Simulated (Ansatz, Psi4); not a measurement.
## Worked example: the enthalpy of formation of C2H4OS (thioacetic acid)

The species is C2H4OS (8 atoms), meant as a singlet with charge 0. SMILES: `CC(=O)S`. The coordinates come from a PBE0-D4/def2-TZVP relaxation. This is one conformer, not always the lowest.

Total energies at OMP2/def2-SVP (density fitting for correlation), 8 core orbitals frozen (Psi4 1.11); the atoms run unrestricted:

| species | state | energy (Eh) |
| --- | --- | --- |
| C2H4OS | singlet | -550.815059 |
| C | triplet | -37.695784 |
| O | triplet | -74.821632 |
| S | triplet | -397.449425 |
| H | doublet | -0.499278 |

Harmonic wavenumbers at PBE0-D4/def2-TZVP, in cm⁻¹: 50, 318, 382, 454, 534, 636, 845, 1007, 1024, 1147, 1378, 1454, 1467, 1821, 2718, 3063, 3140, 3173.

Measured heats of formation of the gaseous atoms at 298.15 K, in kJ/mol: C 716.9, O 249.2, S 277.0, H 218.0. Spin-orbit lowering of the atoms at 298 K (mean of the ground term's levels less their thermal mean, from spectra), in kJ/mol: C 0.02, O 0.40, S 1.88. Take 1 Eh = 2625.50 kJ/mol, 1 cm⁻¹ = 0.0119627 kJ/mol, RT = 2.479 kJ/mol.

Question: Work out the heat of formation of the gas at 298 K.

Answer: 
1. Electronic atomisation energy: 2 × (-37.695784) + (-74.821632) + (-397.449425) + 4 × (-0.499278) − (-550.815059) = 1.155322 Eh = 3033.3 kJ/mol.
2. Zero-point energy: half the sum of the wavenumbers, 12305.5 cm⁻¹ = 147.2 kJ/mol.
3. Thermal vibrational enthalpy, Σ hcν̃/(exp(hcν̃/kT) − 1): 6.1 kJ/mol. Translation, rotation and pV of a non-linear molecule: 4 RT = 9.9 kJ/mol.
4. The 8 free atoms carry 5/2 RT each: 49.6 kJ/mol.
5. Spin-orbit coupling lowers the free atoms by 2 × 0.02 + 0.40 + 1.88 = 2.3 kJ/mol.
6. Atomisation enthalpy at 298 K: 3033.3 − 2.3 − 147.2 − 6.1 − 9.9 + 49.6 = 2917.4 kJ/mol.
7. Sum of the atoms' heats of formation: 2832.0 kJ/mol. Heat of formation: 2832.0 − 2917.4 = -85.4 kJ/mol.

The tabulated value is -175.1 kJ/mol (CRC Handbook of Chemistry and Physics), so this level is off by +89.7 kJ/mol, or 3.0 % of the atomisation enthalpy that the table implies (3007.1 kJ/mol). Perturbation theory converges slowly with the basis for atomisation. A double-zeta basis underbinds. Anharmonicity and any spin-orbit splitting of the molecule are left out, and so is core correlation.
